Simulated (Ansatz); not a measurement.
Elastic constant C11 of some hcp solids

Method: LDA (plane waves, PAW; Ansatz, a first-principles code). References are measured values at low temperature.

Values in GPa.

```tsv
solid	reference	LDA	error (%)
hcp Zn	177¶	242	+37
hcp Ti	176	185	+5.1
hcp Be	299¶	341	+14.0
hcp Os	763¶	816	+6.9
hcp Mg	63.5¶	70.7	+11.3
hcp Y	83.4¶	75.2	-9.8
hcp Zr	155	141	-9.0
```

Over these 7 solids the mean error is +7.9 %, the mean absolute error 13.3 % (median 9.8 %), and the worst case hcp Zn at +37 %; the value is too high in 5 of 7 cases.

All these references are low-temperature values that still hold zero-point motion.

Spin–orbit coupling is left out, also for the solids with elements from indium on (hcp Os); its size isn't shown.

¶ marks references of a special kind: hcp Zn, 177 GPa (measured, 0 K, extrapolated to 0 K; zero-point effects included; as tabulated in Galib et al. (2023), arXiv:2209.08184); hcp Be, 299 ± 0.6 GPa (measured, 0 K, extrapolated to 0 K; as tabulated in Elastic Constants of Single Crystal Beryllium, J. Appl. Phys., doi …); hcp Os, 763 GPa (measured, 0 K, extrapolated to 0 K (read from the set's bulk modulus against, 405 at 300 K); as tabulated in Liu et al. (2023), arXiv:2002.00005); hcp Mg, 63.5 GPa (measured, 0 K, extrapolated to 0 K; zero-point effects included; as tabulated in Ibrahim et al. (2023), arXiv:2305.03577); hcp Y, 83.4 ± 0.2 GPa (measured, 0 K, extrapolated to 0 K; as tabulated in Elastic Constants of Yttrium Single Crystals in the Temperature Range 4.2-400 K).

Differences are worked out from the printed values.

Each level is taken at its own relaxed cell. Ansatz's density-functional and Hartree–Fock values are scalar-relativistic unless marked +SOC, with PAW data made under PBE.

Ansatz's runs of these crystals have no spin polarisation.

Not in this set, of the hcp solids with a reference value in our tables and a result at some level: 6 for a reference at room or unstated temperature. These can be a level's best or worst cases. Solids without a released value at any level aren't counted. L1₀ solids are left out, as their cells have other axes than the references. Layered and molecular crystals are counted apart. The metals Ce to Yb are counted apart.

References as tabulated in Galib et al. (2023), arXiv:2209.08184; Ferrari et al. (2019), arXiv:1905.01197; Elastic Constants of Single Crystal Beryllium, J. Appl. Phys., doi …; Liu et al. (2023), arXiv:2002.00005 and others.
